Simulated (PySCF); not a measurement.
**C4H4: electronic structure in real space**

For C4H4, the scripts below analyse its density (charges, bond critical points, surface potential), compute its lowest excited states and treat its π system by CASSCF and NEVPT2.

The runs use PySCF 2.14.0; levels as typed in each script, gas phase, geometry from GFN2-xTB.

## 1. Starting geometry

SMILES `C1=CC=C1`, 8 atoms, charge 0, spin multiplicity 1.

Bond lengths: C1–C2 1.326 Å, C1–C4 1.552 Å, C1–H5 1.072 Å, C2–C3 1.552 Å, C2–H6 1.072 Å, C3–C4 1.326 Å, C3–H7 1.072 Å, C4–H8 1.072 Å. Angles: C2–C1–C4 90.0°, C2–C1–H5 136.3°, C4–C1–H5 133.7°, C1–C2–C3 90.0°, C1–C2–H6 136.3°, C3–C2–H6 133.7°, C2–C3–C4 90.0°, C2–C3–H7 133.7°, C4–C3–H7 136.3°, C1–C4–C3 90.0°, C1–C4–H8 133.7°, C3–C4–H8 136.3°.

Geometry (Å):

```xyz
8
charge 0, multiplicity 1
C    -0.7761   -0.6631    0.0000
C    -0.7761    0.6631    0.0000
C     0.7761    0.6631    0.0000
C     0.7761   -0.6631    0.0000
H    -1.5174   -1.4377    0.0000
H    -1.5174    1.4377    0.0000
H     1.5174    1.4377    0.0000
H     1.5174   -1.4377    0.0000
```

## 2. Density, bond paths and surface potential (PBE0/cc-pvtz)

The input, input.py:

```python
import numpy as np
from pyscf import gto, scf, dft
from pyscf.scf import atom_ks, atom_hf
from scipy.linalg import block_diag

def solve(mol, dm0=None, hcore=None):
    mf = (dft.UKS if mol.spin else dft.RKS)(mol, xc='pbe0')
    mf.grids.level = 3
    mf = mf.density_fit(auxbasis='def2-universal-jkfit')
    mf.conv_tol, mf.max_cycle = 1e-8, 80
    if hcore is not None:
        mf.get_hcore = lambda *args: hcore
    mf.kernel(dm0)
    if not mf.converged:
        mf = mf.newton().run(mf.mo_coeff, mf.mo_occ, max_cycle=30)
    assert mf.converged, 'SCF not converged'
    return mf

mol = gto.M(atom='''
C     -0.77613    -0.66313     0.00000
C     -0.77613     0.66313     0.00000
C      0.77613     0.66313     0.00000
C      0.77613    -0.66313     0.00000
H     -1.51736    -1.43768     0.00000
H     -1.51736     1.43768     0.00000
H      1.51736     1.43768     0.00000
H      1.51736    -1.43768     0.00000
''', basis='cc-pvtz', charge=0, spin=0, verbose=4)
mf = solve(mol)
mf.analyze()
# spherically averaged free atoms, for the promolecule
atm = atom_ks.get_atm_nrks(mol, xc='pbe0')
pro = block_diag(*[(atm[a[0]][2] * atm[a[0]][3]) @ atm[a[0]][2].T for a in mol._atom])
np.savez('result.npz', e=mf.e_tot, c=mf.mo_coeff, occ=mf.mo_occ, eps=mf.mo_energy, pro=pro, dip=mf.dip_moment(verbose=0), s2=mf.spin_square()[0])
```

The run is started by

```sh
$ OMP_NUM_THREADS=1 python input.py
```

## 4. Excited states (wB97X/6-311+g**)

The input, input.py:

```python
import numpy as np
from pyscf import gto, scf, dft, tdscf
from pyscf.scf import atom_ks, atom_hf
from scipy.linalg import block_diag

def solve(mol, dm0=None, hcore=None):
    mf = (dft.UKS if mol.spin else dft.RKS)(mol, xc='wb97x')
    mf.grids.level = 3
    mf = mf.density_fit(auxbasis='def2-universal-jkfit')
    mf.conv_tol, mf.max_cycle = 1e-8, 80
    if hcore is not None:
        mf.get_hcore = lambda *args: hcore
    mf.kernel(dm0)
    if not mf.converged:
        mf = mf.newton().run(mf.mo_coeff, mf.mo_occ, max_cycle=30)
    assert mf.converged, 'SCF not converged'
    return mf

mol = gto.M(atom='''
C     -0.77613    -0.66313     0.00000
C     -0.77613     0.66313     0.00000
C      0.77613     0.66313     0.00000
C      0.77613    -0.66313     0.00000
H     -1.51736    -1.43768     0.00000
H     -1.51736     1.43768     0.00000
H      1.51736     1.43768     0.00000
H      1.51736    -1.43768     0.00000
''', basis='6-311+g**', charge=0, spin=0, verbose=4)
mf = solve(mol)
td = mf.TDA()
td.nstates, td.singlet, td.conv_tol = 6, True, 1e-5
td.kernel()
td.analyze()
x, y = np.array([p[0] for p in td.xy]), np.array([p[1] + 0 * p[0] for p in td.xy])
f, mu = td.oscillator_strength(), td.transition_dipole()
nto = [td.get_nto(state=i + 1, verbose=4) for i in range(len(td.e))]
# spherically averaged free atoms, for the promolecule
atm = atom_ks.get_atm_nrks(mol, xc='wb97x')
pro = block_diag(*[(atm[a[0]][2] * atm[a[0]][3]) @ atm[a[0]][2].T for a in mol._atom])
np.savez('result.npz', e=td.e, f=f, ok=td.converged, w=[n[0] for n in nto], nto=[n[1] for n in nto], x=x, y=y, c=mf.mo_coeff, occ=mf.mo_occ, eps=mf.mo_energy, pro=pro, mu=mu)
```

## 6. The π active space (def2-svpd)

The input, input.py:

```python
import numpy as np
from pyscf import gto, scf, dft, mcscf, mrpt
from pyscf.mcscf import avas

def solve(mol, dm0=None, hcore=None):
    mf = scf.ROHF(mol) if mol.spin else scf.RHF(mol)
    mf = mf.density_fit(auxbasis='def2-universal-jkfit')
    mf.conv_tol, mf.max_cycle = 1e-8, 80
    if hcore is not None:
        mf.get_hcore = lambda *args: hcore
    mf.kernel(dm0)
    if not mf.converged:
        mf = mf.newton().run(mf.mo_coeff, mf.mo_occ, max_cycle=30)
    assert mf.converged, 'SCF not converged'
    return mf

mol = gto.M(atom='''
C     -0.77613    -0.66313     0.00000
C     -0.77613     0.66313     0.00000
C      0.77613     0.66313     0.00000
C      0.77613    -0.66313     0.00000
H     -1.51736    -1.43768     0.00000
H     -1.51736     1.43768     0.00000
H      1.51736     1.43768     0.00000
H      1.51736    -1.43768     0.00000
''', basis='def2-svpd', charge=0, spin=0, verbose=4)
mf = solve(mol)
ncas, nel, orbs = avas.avas(mf, ['C 2pz'], threshold=0.5, openshell_option=3)
print('active space', nel, ncas)
assert 2 <= ncas <= 10, 'active space too large or empty'
mc = mcscf.CASSCF(mf, ncas, nel)
mc.natorb, mc.max_cycle_macro = True, 60
mc.fix_spin_(ss=mol.spin / 2 * (mol.spin / 2 + 1))
mc.kernel(orbs)
occ = mc.mo_occ[mc.ncore:mc.ncore + ncas]
print('natural occupations', occ.round(4))
e2 = mrpt.NEVPT(mc).kernel()
out = dict(c=mc.mo_coeff[:, mc.ncore:mc.ncore + ncas], occ=occ, e=mc.e_tot, e2=e2, ehf=mf.e_tot, ok=mc.converged, nel=nel, w0=abs(mc.ci).max() ** 2, dm=mc.make_rdm1())
# the other spin state at the same geometry
other = mol.copy().set(spin=2).build()
mo = scf.ROHF(other).density_fit(auxbasis='def2-universal-jkfit').run()
na = (nel + other.spin) // 2
m2 = mcscf.CASSCF(mo, ncas, (na, nel - na))
m2.natorb = True
m2.fix_spin_(ss=other.spin / 2 * (other.spin / 2 + 1))
m2.kernel(mc.mo_coeff)
e2o = mrpt.NEVPT(m2).kernel()
print('other state above this one / eV: CASSCF', (m2.e_tot - mc.e_tot) * 27.211386, 'NEVPT2', (m2.e_tot + e2o - mc.e_tot - e2) * 27.211386)
np.savez('result.npz', eo=m2.e_tot, e2o=e2o, oko=m2.converged, occo=m2.mo_occ[mc.ncore:mc.ncore + ncas], co=m2.mo_coeff[:, mc.ncore:mc.ncore + ncas], **out)
```

(Steps that only read results are left out.)

What does the calculation give? Wanted: dipole moment; HOMO, LUMO; lowest singlet excitation; triplet less singlet, CASSCF and NEVPT2; weight of the leading determinant.

As calculated:

```
                                           quantity               value
                       dipole moment (PBE0/cc-pvtz)              0.00 D
                          HOMO, LUMO (PBE0/cc-pvtz)     -5.48, -1.57 eV
        lowest singlet excitation (wB97X/6-311+g**)             2.96 eV
triplet less singlet, CASSCF and NEVPT2 (def2-svpd)  +1.82 and +1.46 eV
                  weight of the leading determinant                0.88
```

**Reading.** At PBE0/cc-pvtz: The highest Hirshfeld charge is on H5, H6, H7 and H8 (+0.06 e), the lowest on C1, C2, C3 and C4 (−0.06 e). The geometry was not optimised at these levels.
